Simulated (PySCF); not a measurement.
# One shape, several levels: PN (phosphorus nitride)

Wanted: a comparison of 6 runs (B3LYP/STO-6G, PBE/STO-6G, NEVPT2(10,8)/STO-6G, CCSD(T)/STO-6G, UCCSD(T)/STO-6G, FCI/STO-6G) of PN (phosphorus nitride). The job is set up through a Python script.

The results are computed with PySCF 2.14.0.

14 further runs of the same task are left out: 4 that didn't finish, 10 set aside as unsound or not needed.

## Step 1: The molecule

The species is PN (2 atoms), meant as a singlet with charge 0. SMILES: `N#P`. The N1–P2 distance was set to 2.236 Å, away from the relaxed value.

Bond lengths: N1–P2 2.236 Å.

## Step 2: The energy at B3LYP/STO-6G (run 1)

geometry.xyz reads:

```xyz
2

N      0.000000     0.000000    -0.745434
P      0.000000     0.000000     1.490866
```

input.py reads:

```python
from pyscf import gto, dft

system = gto.Mole()
system.atom = 'geometry.xyz'
system.spin = 0
system.verbose = 3
system.basis = 'sto-6g'
system.max_memory = 1860
system.build()

mf = dft.RKS(system, xc='b3lyp')
mf.conv_tol = 1e-10
mf.grids.level = 5
mf.kernel()
if not mf.converged:
    mf = mf.newton().run(mf.mo_coeff, mf.mo_occ)

etot = mf.e_tot
print('E(%s) = %.9f' % ('B3LYP', etot))
```

Command:

```console
$ OMP_NUM_THREADS=1 python input.py
```

The log of the run:

```text
converged SCF energy = -394.401853256453
E(B3LYP) = -394.401853256
```

Wall time 2.7 s (1 thread of Arm Neoverse V1, shared host); peak memory 0.16 GiB.

## Step 3: A single-point energy at PBE/STO-6G (run 2)

input.py reads:

```python
from pyscf import gto, dft

molecule = gto.M(
    atom=[
    ('N', (0.000000, 0.000000, -0.745434)),
    ('P', (0.000000, 0.000000, 1.490866)),
],
    basis='sto-6g',
    verbose=3,
    max_memory=1860,
)

mf = dft.RKS(molecule, xc='pbe')
mf.conv_tol = 1e-10
mf.grids.level = 5
mf.kernel()
if not mf.converged:
    mf = mf.newton().run(mf.mo_coeff, mf.mo_occ)

e_final = mf.e_tot
print(f'total energy: {e_final:.8f} hartree')
```

Command:

```console
$ OMP_NUM_THREADS=1 python input.py
```

The log of the run:

```text
converged SCF energy = -394.215868702893
total energy: -394.21586870 hartree
```

It took 3 s on 1 thread of Arm Neoverse V1, shared host; peak memory 0.16 GiB.

Runs 3 to 4 aren't shown in full; the table further down has their settings and results.

## Step 4: A single-point energy at UCCSD(T)/STO-6G (run 5)

run.py reads:

```python
from pyscf import gto, scf, cc

mol = gto.M(
    atom='''
N      0.000000     0.000000    -1.408666
P      0.000000     0.000000     2.817328
''',
    unit='bohr',
    max_memory=1860,
    basis='sto-6g',
    spin=0,
    verbose=4,
)

mf = scf.UHF(mol)
mf.conv_tol = 1e-10
mf.kernel()
if not mf.converged:
    mf = mf.newton().run(mf.mo_coeff, mf.mo_occ)
for _ in range(3):
    mo, _, stable, _ = mf.stability(return_status=True)
    if stable:
        break
    mf.kernel(mf.make_rdm1(mo, mf.mo_occ))

mycc = cc.CCSD(mf, frozen=6)
mycc.kernel()
e_t = mycc.ccsd_t()
e_final = mycc.e_tot + e_t
print('E = %.10f Eh' % e_final)
```

Command:

```console
$ OMP_NUM_THREADS=1 python run.py
```

The log of the run:

```text
PySCF version 2.14.0

[... 170 lines left out ...]
converged SCF energy = -393.353360943712  <S^2> = 0.01091905  2S+1 = 1.0216047
[... 72 lines left out ...]
converged SCF energy = -393.744798421979  <S^2> = 2.6127811  2S+1 = 3.383951
[... 14 lines left out ...]
Init t2, MP2 energy = -0.00581101122605193
[... 41 lines left out ...]
UCCSD converged
[... 2 lines left out ...]
E = -393.7728337130 Eh
```

It took 1.2 s on 1 thread of Arm Neoverse V1, shared host; peak memory 0.12 GiB.

## Step 5: The energy at FCI/STO-6G (run 6)

job.py reads:

```python
from pyscf import gto, scf, mcscf
from pyscf import fci

system = gto.Mole()
system.atom = 'N 0.000000 0.000000 -0.745434; P 0.000000 0.000000 1.490866'
system.basis = 'sto-6g'
system.max_memory = 1860
system.charge = 0
system.spin = 0
system.verbose = 3
system.build()

hf = scf.RHF(system)
hf.conv_tol = 1e-10
hf.kernel()
if not hf.converged:
    hf = hf.newton().run(hf.mo_coeff, hf.mo_occ)

cas = mcscf.CASCI(hf, hf.mo_coeff.shape[-1] - 6, (system.nelec[0] - 6, system.nelec[1] - 6))  # full CI above the frozen core
cas.fcisolver = fci.direct_spin0.FCI(system)  # even spin states alone
cas.kernel()
print('<S^2> = %.4f' % cas.fcisolver.spin_square(cas.ci, cas.ncas, cas.nelecas)[0])
e_tot = cas.e_tot
print('Final energy', e_tot)
```

Command:

```console
$ OMP_NUM_THREADS=1 python job.py
```

The log of the run:

```text
converged SCF energy = -393.353384902868
CASCI E = -393.778135682156  E(CI) = -21.6491739304561  S^2 = 0.0000000
<S^2> = 0.0000
Final energy -393.77813568215583
```

Wall time 0.93 s (1 thread of Arm Neoverse V1, shared host); peak memory 0.12 GiB.

## Step 6: Overview of the runs

| run | level | integration grid | active selection | energy (Eh) | dipole moment (D) of the reference | HOMO energy (eV) | LUMO energy (eV) | wall time |
| --- | --- | --- | --- | --- | --- | --- | --- | --- |
| 1 | B3LYP/STO-6G | 5 | – | -394.401853 | 1.85 | -2.83 | -0.08 | 2.7 s |
| 2 | PBE/STO-6G | 5 | – | -394.215869 | 1.77 | -2.16 | -0.67 | 3 s |
| 3 | NEVPT2(10,8)/STO-6G | – | mp2 natural orbitals | -393.778871 | 2.66 | -4.38 | 3.61 | 2.6 s |
| 4 | CCSD(T)/STO-6G | – | – | -393.942770 | 2.66 | -4.38 | 3.61 | 1.1 s |
| 5 | UCCSD(T)/STO-6G | – | – | -393.772834 | 0.65 | -6.60 | 8.39 | 1.2 s |
| 6 | FCI/STO-6G | – | – | -393.778136 | 2.66 | -4.38 | 3.61 | 0.93 s |

## Step 7: Summary of results

| quantity | value |
| --- | --- |
| run 6: total energy | -393.77814 Eh |
| run 6: dipole moment (Hartree–Fock density) | 2.66 D |
| run 6: HOMO energy (Hartree–Fock orbitals) | -4.38 eV |
| run 6: LUMO energy (Hartree–Fock orbitals) | 3.61 eV |
| run 6: HOMO–LUMO gap (Hartree–Fock orbitals) | 7.99 eV |
| run 6: correlation energy (6 core orbitals frozen) | -424.8 mEh |

**Reading.** Against full CI in this basis: CCSD(T) -164.6 mEh; UCCSD(T) +5.3 mEh. Totals of different functionals can't be ranked against each other. In run 4 the T1 diagnostic is large, so a single reference may not serve. In runs 1, 2, 3, 4, 5, 6 the basis is minimal, so the values are rough. Spin contamination of the reference: run 5 ⟨S²⟩ = 2.61. Where it is this large, the reference is a mixture of spin states, and values that rest on it are in doubt. All runs together took 12 s, the longest 3 s.
